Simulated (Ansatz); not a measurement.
Body-centred tetragonal In was calculated with r²SCAN+rVV10 in Ansatz (plane waves, PAW).

Numerical settings: plane-wave cutoff 560 eV, 24×24×24 k mesh, Fermi–Dirac smearing 0.05 eV, scalar-relativistic PAW data made under PBE.

Computed at the level's own relaxed cell.

Task: Estimate the lattice parameter c, lattice constant a and pressure derivative B′ of the bulk modulus that the calculation returns.

Result: 
* **lattice parameter c**: 4.943 Å
* **lattice constant a**: 3.223 Å
* **pressure derivative B′ of the bulk modulus**: 5.2

The run finds no gap.

Measured, for comparison: lattice parameter c 4.947 Å, lattice constant a 3.252 Å (293 K, not corrected to a static lattice; as tabulated in Wikipedia's data pages). Computed (rounded) less measured: lattice parameter c -0.1 %, lattice constant a -0.9 %. A static lattice is as a rule a little smaller and stiffer than an uncorrected measurement, which narrows the difference in the lattice constant a and would widen misses of the other sign.

Note: the bulk modulus comes from volumes at which shape and atoms were relaxed.

Spin–orbit coupling is not included.

The computed numbers hold no vibrational or temperature effects.

It cost very roughly 14 core-minutes of CPU time.

Ansatz is a program for electronic structure.
